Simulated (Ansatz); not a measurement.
A run of Ansatz (development build ahead of 0.2.0) on singlet CH3Cl at this shape:

```xyz
5

C     0.0000    0.0000   -1.1214
Cl    0.0000    0.0000    2.4333
H     0.0000    1.0293   -1.4743
H     0.8914   -0.5147   -1.4743
H    -0.8914   -0.5147   -1.4743
```

Its results:

```
Converged                       : yes
Total energy                    : -499.76403 hartree
Spin squared of the determinant : 0.689
Stability test                  : minimum
```

(1) Which input gives this output? Name the method, the orbitals and the basis set, and write the input.

Results:

(1) PBE (unrestricted) in pcseg-2.

```yaml
crystal:
  periodic: [false, false, false]
  atoms:
    - { symbol: C, position_ang: [0.0, 0.0, -1.1214] }
    - { symbol: Cl, position_ang: [0.0, 0.0, 2.4333] }
    - { symbol: H, position_ang: [0.0, 1.0293, -1.4743] }
    - { symbol: H, position_ang: [0.8914, -0.5147, -1.4743] }
    - { symbol: H, position_ang: [-0.8914, -0.5147, -1.4743] }
basis:
  gaussian: { orbitals: pcseg-2 }
magnetization:
  spin_polarized: true
hamiltonian:
  xc: pbe
```

Caution: charge can spread falsely over distant fragments; the unrestricted determinant is spin contaminated.
